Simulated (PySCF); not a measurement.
CH₃NO, charge +1, multiplicity 2. Atoms are numbered in the order given.

```xyz
6

N      0.1553    -1.0687     0.0000
C     -0.3785     0.1100     0.0000
O      0.2415     1.2095     0.0000
H      1.1626    -1.2018     0.0000
H     -0.4360    -1.8921     0.0000
H     -1.4745     0.2389     0.0000
```
Charge +1, spin multiplicity 2.

Geometry optimised at B3LYP-D3(BJ)/def2-TZVP. The spin state was assumed, not searched. One conformer was computed; it need not be the lowest.

These are PBE/def2-TZVPD in PySCF values and carry that method's errors.

| Item | Result |
|---|---|
| total energy | -169.40987 hartree |
| point group | Cs |
| α spin, highest occupied and lowest empty level | -15.17 and -8.82 eV |
| β spin, highest occupied and lowest empty level | -14.90 and -14.06 eV |
| dipole moment about the centre of nuclear charge | 3.05 D |
| mean static polarisability | 21.5 bohr³ (3.18 Å³) |
| polarisability, principal values | 14.6, 20.6, 29.3 bohr³ |
| ⟨S²⟩ | 0.754 (pure state 0.75) |
